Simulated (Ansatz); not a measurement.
A nudged elastic band was laid between two geometries of BFH2 + H3P (8 atoms, charge 0, multiplicity 1).

Theory: RKS PBE-D4/def2-SVP in Ansatz.

```
movable images  : 5
climbing image  : yes
spring          : 5.0 eV/Å²
optimiser       : quadratic models (default)
start path      : through a guess of the saddle point
force threshold : 0.05 eV/Å
iteration limit : 60
end points      : relaxed
```

Image 0:

```xyz
8
Properties=species:S:1:pos:R:3
B -0.001 0.315 0.022
H -0.229 0.767 1.131
H 1.113 0.143 -0.438
F -1.043 0.065 -0.767
P 0.229 -2.908 1.157
H -0.700 -2.701 0.076
H 1.359 -2.540 0.343
H 0.055 -1.563 1.653
```

Image 6:

```xyz
8
Properties=species:S:1:pos:R:3
B 0.160 -0.758 -0.357
H -0.329 0.963 2.274
H 1.147 -0.040 -0.395
F -0.989 -0.260 -0.816
P 0.211 -2.483 0.485
H -0.672 -3.181 -0.405
H 1.443 -2.908 -0.115
H -0.186 0.244 2.507
```

**Question.** Which bonds break or form, and what moves?

**Answer.** Bonds broken: B1–H2, P5–H8. Bonds formed: B1–P5, H2–H8. BFH2 + H3P becomes BFH3P + H2.

**Question.** Give the energies along the band, and the barrier.

**Answer.** The forces met the threshold. The highest image is number 3 of 0 to 6, 68.7 kJ/mol above the first end and 69.0 kJ/mol above the last; the last end lies 0.3 kJ/mol below the first. A vibrational analysis at the climbing image gives one clearly imaginary mode, 779i cm⁻¹: a first-order saddle point. The orbitals stay closed-shell, which can raise the energy where a bond breaks towards radicals; this wasn't checked here.

```csv
image,path coordinate (Å),energy (kJ/mol),B1–H2 (Å),P5–H8 (Å),B1–P5 (Å)
0,0.00,0.0,1.22,1.44,3.42
1,0.93,0.4,1.22,1.45,3.37
2,1.86,8.3,1.22,1.47,2.91
3,2.79,68.7,1.31,1.86,2.16
4,3.82,26.1,2.04,2.57,1.96
5,4.85,5.0,2.67,2.98,1.93
6,5.89,-0.3,3.18,3.42,1.92
```

**Question.** What is the geometry of the highest image?

**Answer.** 
```xyz
8
Properties=species:S:1:pos:R:3
B 0.173 -0.287 0.217
H -0.388 0.361 1.210
H 1.320 0.110 0.299
F -0.558 -0.207 -0.933
P 0.569 -2.302 0.881
H -0.760 -2.854 0.748
H 0.825 -2.477 -0.523
H -0.398 -0.766 1.278
```

**Question.** What are the harmonic wavenumbers there?

**Answer.** 779i, 149, 244, 408, 653, 694, 758, 864, 987, 1033, 1080, 1175, 1185, 2109, 2215, 2297, 2339, 2559 cm⁻¹.

The band took 41 iterations and of the order of 2.7 core-minutes.

The run took 2.6 min on 1 thread of Intel(R) Xeon(R) 6975P-C (Granite Rapids), on a shared host, peak memory 0.14 GiB.
